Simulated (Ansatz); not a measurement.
# Low-lying states of B₂

Program: Ansatz, Gaussian basis, development build. State-averaged CASSCF with equal weights; occupations are averaged over the states; levels count from the state that is lowest in CASSCF. No symmetry is imposed, so a solution can break that of the shape. Lower solutions, or ones in other orbitals, may exist. The average may hold one member of a degenerate pair alone.

Geometry: bond length 1.5737 Å.

Basis cc-pVDZ, nonrelativistic, 2 orbitals frozen in the corrections; active space CAS(6,8). Averaged: 2 triplets.

CASSCF levels: triplet 0.00, triplet 0.94 eV.

Question: How does SC-NEVPT2 move them?

Answer: triplet 0.00, triplet 0.82 eV, in the same order of listing. The lowest state stays.
